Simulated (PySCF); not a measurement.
Geometries of 3 isomers of C2H3NO, from PBE0-D3(BJ)/def2-SVP geometry optimisation, gas phase (PySCF). One conformer each, no zero-point energy, no frequencies.

Question: Which isomer lies lowest at this level?
A.
```xyz
7
angstrom
C     -1.008   -0.163   -0.324
C      0.184    0.297    0.071
N      1.213   -0.660    0.274
O      2.260   -0.185    0.633
H     -1.857    0.499   -0.504
H     -1.135   -1.240   -0.471
H      0.435    1.350    0.252
```
B.
```xyz
7
angstrom
N     -1.510    0.078   -0.123
C     -0.368    0.540    0.169
C      0.896   -0.259   -0.018
O      0.873   -1.381   -0.452
H     -1.380   -0.881   -0.485
H     -0.272    1.560    0.576
H      1.854    0.242    0.265
```
C.
```xyz
7
angstrom
C     -1.113    0.263   -0.008
N     -0.165   -0.359   -0.563
C      1.139   -0.343   -0.091
O      1.860    0.618   -0.091
H     -2.111    0.251   -0.469
H     -0.996    0.830    0.933
H      1.479   -1.361    0.220
```

Answer: C. That is `C=NC=O`, 3.1 kcal/mol below the next.

```json
{"SMILES": "C=NC=O", "atoms numbered as above": "[CH2:1]=[N:2][CH:3]=[O:4]", "E (Eh)": "-207.56488", "relative (kcal/mol)": "0.0", "relative (kJ/mol)": "0.0", "dipole (D)": "2.89"}
{"SMILES": "[H]/N=C\\C=O", "atoms numbered as above": "[H]/[N:1]=[CH:2]\\[CH:3]=[O:4]", "E (Eh)": "-207.55999", "relative (kcal/mol)": "3.1", "relative (kJ/mol)": "12.8", "dipole (D)": "2.02"}
{"SMILES": "C=CN=O", "atoms numbered as above": "[CH2:1]=[CH:2][N:3]=[O:4]", "E (Eh)": "-207.48815", "relative (kcal/mol)": "48.1", "relative (kJ/mol)": "201.5", "dipole (D)": "3.13"}
```

As drawn, the lowest has a C=O bond, a C=N bond and a C(=O)–N unit, which the highest lacks; the highest has an N–O linkage and a C=C bond outside aromatic rings, which the lowest lacks.
